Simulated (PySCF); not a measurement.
# N: ionisation energy

N [He] 2s2 2p3 (4S) → N⁺ [He] 2s2 2p2 (3P), as a difference of total energies. Computed with PySCF 2.14 in x2c-TZVPPall (5s3p2d1f, 31 functions), with scalar relativity by spin-free X2C-1e. Correlated levels: valence: 1s2 frozen. The calculations carry no spin-orbit coupling.

| method | ionisation energy (eV) | plus first-order spin-orbit estimate | error of that sum (eV) |
| --- | --- | --- | --- |
| UHF | 13.891 | 13.879 | -0.655 |
| MP2 (valence) | 14.557 | 14.545 | +0.011 |
| SCS-MP2 (valence) | 14.304 | 14.293 | -0.241 |
| CCSD (valence) | 14.417 | 14.406 | -0.128 |
| CCSD(T) (valence) | 14.436 | 14.424 | -0.110 |
| CCSDT (valence) | 14.436 | 14.424 | -0.110 |

Reference: 14.534 eV (measured; NIST Atomic Spectra Database, ionization energies).

A first-order spin-orbit estimate (lowest level to lowest level, LS coupling) adds -0.012 eV.

Errors of the correlated levels include the incompleteness of this basis and the frozen core.
